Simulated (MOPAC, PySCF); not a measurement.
CH4, SMILES `C`, neutral singlet in the gas phase. 

Z-matrix (Å, degrees):
```
C
H 1 1.0964
H 1 1.0964 2 109.47
H 1 1.0964 2 109.47 3 -120.00
H 1 1.0964 2 109.47 3 120.00
```
Charge 0, multiplicity 1.

All levels are single points at this geometry (PBE-D3(BJ)/def2-TZVP); Pople sets use spherical d functions. Orbital energies aren't observables, and empty levels follow the basis.

HF/STO-3G in PySCF gives dipole (D) = 0.00.

Task: Estimate the dipole (D) from each of these levels: PBE-D3(BJ)/def2-TZVP in PySCF; B3LYP/3-21G in PySCF; B3LYP/6-311+G** in PySCF; B3LYP/6-31G* in PySCF; BP86/6-31G* in PySCF; PBE/6-31G* in PySCF; SVWN5/6-31G* in PySCF; HF/3-21G in PySCF; HF/6-31G* in PySCF; AM1 in MOPAC; PM3 in MOPAC; PM7 in MOPAC.

Result: 
```json
[
 {"level": "PBE-D3(BJ)/def2-TZVP in PySCF", "dipole (D)": "0.00"},
 {"level": "B3LYP/3-21G in PySCF", "dipole (D)": "0.00"},
 {"level": "B3LYP/6-311+G** in PySCF", "dipole (D)": "0.00"},
 {"level": "B3LYP/6-31G* in PySCF", "dipole (D)": "0.00"},
 {"level": "BP86/6-31G* in PySCF", "dipole (D)": "0.00"},
 {"level": "PBE/6-31G* in PySCF", "dipole (D)": "0.00"},
 {"level": "SVWN5/6-31G* in PySCF", "dipole (D)": "0.00"},
 {"level": "HF/3-21G in PySCF", "dipole (D)": "0.00"},
 {"level": "HF/6-31G* in PySCF", "dipole (D)": "0.00"},
 {"level": "AM1 in MOPAC", "dipole (D)": "0.00"},
 {"level": "PM3 in MOPAC", "dipole (D)": "0.00"},
 {"level": "PM7 in MOPAC", "dipole (D)": "0.00"}
]
```
